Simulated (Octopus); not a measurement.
# PH3 (phosphine): revPBE (scalar, in the pseudopotentials, sg15 potentials, pseudopotentials sg15, grid spacing 0.17 angstrom)

What is the energy change on altering one bond length of PH3 (phosphine) at revPBE (scalar, in the pseudopotentials, sg15 potentials, pseudopotentials sg15, grid spacing 0.17 angstrom)? 

Program for the calculation: Octopus 16.4.

15 further runs of the same task are left out: 11 that didn't finish, 4 set aside as unsound or not needed.

## (1) Starting point

The species is PH3 (4 atoms), meant as a singlet with charge 0. As SMILES, `P`. Geometry: relaxed at PBE0-D4/def2-TZVP.

Bond lengths: P1–H2 1.420 Å, P1–H3 1.420 Å, P1–H4 1.420 Å. Angles: H2–P1–H3 93.1°, H2–P1–H4 93.1°, H3–P1–H4 93.1°.

## (2) Energy and forces at revPBE (scalar, in the pseudopotentials, sg15 potentials, pseudopotentials sg15, grid spacing 0.17 angstrom)

geometry.xyz reads:

```xyz
4

P      0.345975    -0.326500    -0.332825
H      0.630875    -0.034000     1.026975
H     -1.005525    -0.663000    -0.057225
H      0.028675     1.023500    -0.636925
```

Started as:

```sh
$ OMP_NUM_THREADS=1 octopus > gs.log
```

Output:

```text
Version                : 16.4
************************** Calculation Mode **************************
Input: [CalculationMode = gs]
Input: [SpinComponents = unpolarized]
******************************* Space ********************************
Octopus will run in 3 dimension(s).
Octopus will treat the system as periodic in 0 dimension(s).
Input: [AllElectronType = no]
Input: [PseudopotentialSet = sg15]
Reading Coordinates from geometry.xyz
****************************** Species *******************************
  Species 'P'
    type             : pseudopotential
    file format      : UPF2
    valence charge   : 5.0
    atomic number    :  15
    form on file     : kleinman-bylander
    lmax             : 1
    llocal           : -1
    projectors per l : 2
    total projectors : 4
    application form : kleinman-bylander
    orbitals         :  0
    bound orbitals   :  0
  Species 'H'
    type             : pseudopotential
    file format      : UPF2
    valence charge   : 1.0
    atomic number    :   1
    form on file     : kleinman-bylander
    lmax             : 0
    llocal           : -1
    projectors per l : 2
    total projectors : 2
    application form : kleinman-bylander
    orbitals         :  0
    bound orbitals   :  0
Refinement of some symmetry elements was terminated before convergence was reached.
Some symmetry elements may remain unidentified.
***************************** Symmetries *****************************
[... 22 lines left out ...]
** Warning:
[... 54 lines left out ...]
** Warning:
[... 11 lines left out ...]
Converged eigenvectors: 0
#  State  Eigenvalue [eV]  Occupation    Error
[... 8 lines left out ...]
Converged eigenvectors: 0
#  State  Eigenvalue [eV]  Occupation    Error
[... 48 lines left out ...]
*********************** SCF CYCLE ITER #   17 ************************
 etot  = -2.27805831E+02 abs_ev   =  5.77E-03 rel_ev   =  6.95E-05
 ediff =        1.08E-04 abs_dens =  2.44E-04 rel_dens =  3.05E-05
*********************** SCF CYCLE ITER #   18 ************************
 etot  = -2.27806653E+02 abs_ev   =  6.27E-04 rel_ev   =  7.55E-06
 ediff =        3.02E-05 abs_dens =  2.68E-04 rel_dens =  3.34E-05
*********************** SCF CYCLE ITER #   19 ************************
 etot  = -2.27806867E+02 abs_ev   =  2.14E-05 rel_ev   =  2.58E-07
 ediff =        7.88E-06 abs_dens =  1.40E-04 rel_dens =  1.74E-05
*********************** SCF CYCLE ITER #   20 ************************
 etot  = -2.27806980E+02 abs_ev   =  1.44E-04 rel_ev   =  1.73E-06
 ediff =        4.15E-06 abs_dens =  8.24E-05 rel_dens =  1.03E-05
*********************** SCF CYCLE ITER #   21 ************************
 etot  = -2.27806921E+02 abs_ev   =  4.08E-05 rel_ev   =  4.91E-07
 ediff =        2.18E-06 abs_dens =  1.06E-05 rel_dens =  1.33E-06
*********************** SCF CYCLE ITER #   22 ************************
 etot  = -2.27806898E+02 abs_ev   =  1.46E-05 rel_ev   =  1.76E-07
 ediff =        8.42E-07 abs_dens =  3.99E-06 rel_dens =  4.98E-07
Converged eigenvectors: 0
#  State  Eigenvalue [eV]  Occupation    Error
      1      -16.009831    2.000000   ( 2.7E-07)
      2       -9.394361    2.000000   ( 1.6E-06)
      3       -9.393564    2.000000   ( 3.6E-07)
      4       -6.714973    2.000000   ( 1.1E-06)
                                                                     ^
*********************** SCF CYCLE ITER #   23 ************************
 etot  = -2.27806885E+02 abs_ev   =  1.21E-05 rel_ev   =  1.46E-07
 ediff =        4.92E-07 abs_dens =  2.15E-06 rel_dens =  2.69E-07
Converged eigenvectors: 0
#  State  Eigenvalue [eV]  Occupation    Error
      1      -16.009830    2.000000   ( 1.8E-07)
      2       -9.394358    2.000000   ( 6.8E-07)
      3       -9.393562    2.000000   ( 2.9E-07)
      4       -6.714973    2.000000   ( 5.9E-07)
                                                                     ^
Info: SCF converged in   23 iterations
** Warning:
**   Some of the states are not fully converged!
Info: Number of matrix-vector products:       1135
Octopus emitted 3 warnings.
```

Run time: 27 s. Hardware: 1 thread of Intel Xeon Platinum 8259CL at 2.50GHz (Skylake/Cascade Lake), shared host; peak memory 0.14 GiB.

## (3) The distorted shape

geometry.xyz reads:

```xyz
4

P      0.385637    -0.495248    -0.294813
H      0.670537    -0.202748     1.064987
H     -0.965863    -0.831748    -0.019213
H     -0.090311     1.529745    -0.750961
```

Started as:

```sh
$ OMP_NUM_THREADS=1 octopus > gs.log
```

Output:

```text
Version                : 16.4
************************** Calculation Mode **************************
Input: [CalculationMode = gs]
Input: [SpinComponents = unpolarized]
******************************* Space ********************************
Octopus will run in 3 dimension(s).
Octopus will treat the system as periodic in 0 dimension(s).
Input: [AllElectronType = no]
Input: [PseudopotentialSet = sg15]
Reading Coordinates from geometry.xyz
****************************** Species *******************************
  Species 'P'
    type             : pseudopotential
    file format      : UPF2
    valence charge   : 5.0
    atomic number    :  15
    form on file     : kleinman-bylander
    lmax             : 1
    llocal           : -1
    projectors per l : 2
    total projectors : 4
    application form : kleinman-bylander
    orbitals         :  0
    bound orbitals   :  0
  Species 'H'
    type             : pseudopotential
    file format      : UPF2
    valence charge   : 1.0
    atomic number    :   1
    form on file     : kleinman-bylander
    lmax             : 0
    llocal           : -1
    projectors per l : 2
    total projectors : 2
    application form : kleinman-bylander
    orbitals         :  0
    bound orbitals   :  0
***************************** Symmetries *****************************
Symmetry elements :
Symmetry group    : C1
[... 20 lines left out ...]
** Warning:
[... 45 lines left out ...]
** Warning:
[... 13 lines left out ...]
** Warning:
[... 11 lines left out ...]
Converged eigenvectors: 0
#  State  Eigenvalue [eV]  Occupation    Error
[... 8 lines left out ...]
Converged eigenvectors: 0
#  State  Eigenvalue [eV]  Occupation    Error
[... 54 lines left out ...]
*********************** SCF CYCLE ITER #   19 ************************
 etot  = -2.25966969E+02 abs_ev   =  1.24E-03 rel_ev   =  1.55E-05
 ediff =        8.94E-05 abs_dens =  1.08E-04 rel_dens =  1.35E-05
*********************** SCF CYCLE ITER #   20 ************************
 etot  = -2.25967312E+02 abs_ev   =  2.05E-05 rel_ev   =  2.55E-07
 ediff =        1.26E-05 abs_dens =  4.29E-05 rel_dens =  5.37E-06
*********************** SCF CYCLE ITER #   21 ************************
 etot  = -2.25967721E+02 abs_ev   =  4.01E-06 rel_ev   =  4.98E-08
 ediff =        1.51E-05 abs_dens =  3.34E-05 rel_dens =  4.17E-06
*********************** SCF CYCLE ITER #   22 ************************
 etot  = -2.25967327E+02 abs_ev   =  1.65E-04 rel_ev   =  2.05E-06
 ediff =        1.45E-05 abs_dens =  2.05E-05 rel_dens =  2.56E-06
*********************** SCF CYCLE ITER #   23 ************************
 etot  = -2.25967200E+02 abs_ev   =  6.19E-05 rel_ev   =  7.69E-07
 ediff =        4.66E-06 abs_dens =  8.03E-06 rel_dens =  1.00E-06
*********************** SCF CYCLE ITER #   24 ************************
 etot  = -2.25967276E+02 abs_ev   =  2.48E-05 rel_ev   =  3.08E-07
 ediff =        2.78E-06 abs_dens =  7.70E-06 rel_dens =  9.62E-07
Converged eigenvectors: 0
#  State  Eigenvalue [eV]  Occupation    Error
      1      -15.730539    2.000000   ( 3.4E-07)
      2       -9.650891    2.000000   ( 4.6E-07)
      3       -7.974505    2.000000   ( 4.2E-07)
      4       -6.859972    2.000000   ( 2.1E-07)
                                                                     ^
*********************** SCF CYCLE ITER #   25 ************************
 etot  = -2.25967189E+02 abs_ev   =  3.50E-05 rel_ev   =  4.35E-07
 ediff =        3.19E-06 abs_dens =  4.25E-06 rel_dens =  5.32E-07
Converged eigenvectors: 0
#  State  Eigenvalue [eV]  Occupation    Error
      1      -15.730532    2.000000   ( 2.3E-07)
      2       -9.650886    2.000000   ( 3.4E-07)
      3       -7.974503    2.000000   ( 2.5E-07)
      4       -6.859969    2.000000   ( 8.9E-08)
                                                                     ^
Info: SCF converged in   25 iterations
** Warning:
**   Some of the states are not fully converged!
Info: Number of matrix-vector products:       1564
Octopus emitted 4 warnings.
```

Wall time 37 s (1 thread of Intel Xeon Platinum 8259CL at 2.50GHz (Skylake/Cascade Lake), shared host); peak memory 0.15 GiB.

## (4) Results

Level: revPBE (scalar, in the pseudopotentials, sg15 potentials, pseudopotentials sg15, grid spacing 0.17 angstrom).

| quantity | value |
| --- | --- |
| first shape: total energy | -8.37175 Eh |
| first shape: dipole moment | 0.57 D |
| first shape: HOMO energy | -6.71 eV |
| first shape: largest force on an atom | 0.348 eV/Å |
| distorted shape: total energy | -8.30414 Eh |
| distorted shape: dipole moment | 0.78 D |
| distorted shape: HOMO energy | -6.86 eV |
| distorted shape: largest force on an atom | 3.094 eV/Å |
| energy change with the P1–H4 bond stretched from 1.420 to 2.130 Å | 1.840 eV |

In words: One bond (distorted shape) is far stretched, which a spin-restricted single reference describes badly; a broken-symmetry solution may lie lower. With the P1–H4 bond stretched from 1.420 to 2.130 Å the energy rises by 1.84 eV (42 kcal/mol). The first shape isn't relaxed at this level, so the change isn't measured from a minimum. A restricted reference can't describe the breaking bond well at this length. The largest force (first shape) is 0.35 eV/Å: the shape isn't a stationary point for this species at this level.
